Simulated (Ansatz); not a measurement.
## Scan of [CH₃···H···H], doublet

Starting geometry:

```yaml
atoms:
  - { symbol: C, position_ang: [-0.1250, 0.0000, 0.0000] }
  - { symbol: H, position_ang: [-0.4882, 1.0273, 0.0000] }
  - { symbol: H, position_ang: [-0.4882, -0.5137, 0.8897] }
  - { symbol: H, position_ang: [-0.4882, -0.5137, -0.8897] }
  - { symbol: H, position_ang: [0.9646, 0.0000, 0.0000] }
  - { symbol: H, position_ang: [1.9890, 0.0000, 0.0000] }
```

From there H5 is moved from one fragment to the other while all else, the fragments' distance too, stays fixed; atoms are numbered as listed. Energies are in eV, counted from the starting geometry at the same level. Kohn–Sham curves are unrestricted where that lies lower.

Basis cc-pVDZ; Ansatz 0.2.0. Only valence electrons are correlated (noble-gas cores frozen). R marks a restricted (for open shells ROHF) determinant, U an unrestricted one.

In so small a basis the reference is far from its limit while semilocal and hybrid functionals are nearer theirs (RPA and double hybrids share much of the reference's basis error), so the functionals' errors here hold much of the reference's basis and frozen-core error, which can add to them or hide them.

Full CI isn't at hand for all of this; UCCSDT(Q) serves as the reference, and is uncertain by about the last step of the cluster series.

| distance C1-H5 (Å) | UCCSDT(Q) | PBE | revPBE | r2SCAN | PBE0 | B3LYP | r2SCAN0 | wB97M-V | B2PLYP | RPA-PBE |
| --- | --- | --- | --- | --- | --- | --- | --- | --- | --- | --- |
| 1.013 | 0.152 | 0.194 | 0.200 | 0.174 | 0.166 | 0.175 | 0.154 | 0.159 | 0.154 | 0.174 |
| 1.090 | 0.000 | 0.000 | 0.000 | 0.000 | 0.000 | 0.000 | 0.000 | 0.000 | 0.000 | 0.000 |
| 1.130 | -0.006 | -0.027 | -0.031 | -0.018 | -0.014 | -0.020 | -0.007 | -0.012 | -0.009 | -0.017 |
| 1.169 | 0.017 | -0.021 | -0.028 | -0.003 | 0.004 | -0.009 | 0.016 | 0.005 | 0.013 | -0.003 |
| 1.209 | 0.061 | 0.012 | -0.001 | 0.033 | 0.044 | 0.024 | 0.060 | 0.044 | 0.055 | 0.032 |
| 1.249 | 0.117 | 0.065 | 0.047 | 0.086 | 0.101 | 0.073 | 0.117 | 0.097 | 0.112 | 0.084 |
| 1.289 | 0.183 | 0.137 | 0.112 | 0.154 | 0.172 | 0.137 | 0.184 | 0.165 | 0.180 | 0.149 |
| 1.329 | 0.261 | 0.231 | 0.199 | 0.238 | 0.260 | 0.218 | 0.265 | 0.249 | 0.261 | 0.229 |
| 1.369 | 0.359 | 0.354 | 0.315 | 0.347 | 0.374 | 0.324 | 0.366 | 0.356 | 0.365 | 0.334 |

**Question.** Judged by the spread of the error over the points with a reference (largest less smallest), which of these follows UCCSDT(Q) best and which worst?

**Answer.** Subtracting the UCCSDT(Q) column from each: best r2SCAN0 (errors from -0.001 to 0.007, spread 0.008 eV), worst revPBE (from -0.070 to 0.048, spread 0.118 eV). Functionals and wave-function methods converge differently with the basis, so part of this is basis effect.
